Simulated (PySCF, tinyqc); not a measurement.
Orbital energy against energy difference: ionisation energy by orbital energies and by energy differences in the cc-pvdz basis, for CH2, spin multiplicity 1. Computed by the program tinyqc with PySCF. 

Geometry (angstrom):
```
atom,x,y,z
C,0.0000,0.0000,0.0000
H,0.0000,0.9100,0.5540
H,0.0000,-0.9750,0.5940
```

CCSD(T) difference in the same basis = 9.6383 eV

IP-EOM-CCSD = 9.6158 eV

The cation is unrestricted; errors are against CCSD(T) in this basis, not against experiment.

First vertical ionisation energy (eV):
```
method,-e(HOMO),E(cation) - E,error of -e(HOMO),error of the difference
HF,9.989,8.48587,0.351,-1.152
LDA,4.940,8.34743,-4.698,-1.291
PBE,4.933,9.73711,-4.705,0.099
B3LYP,6.165,9.83667,-3.473,0.198
PBE0,6.414,9.68321,-3.224,0.045
CAM-B3LYP,7.885,9.82117,-1.753,0.183
LC-wPBE,9.399,9.78044,-0.239,0.142
```

Koopmans errs by +0.35 eV and Delta-HF by -1.15 eV: relaxation, 1.50 eV, lowers the value and the missing correlation difference works against it. The PBE level is off by -4.7 eV through the wrong tail of its potential, though its energy difference is off by +0.10 eV; exact exchange deepens the level, and among the orbital energies LC-wPBE comes closest; among the differences PBE0 does. The restricted reference is unstable here: a spin-polarised solution lies 0.0268 hartree lower (PySCF), so results built on it describe a poor reference.
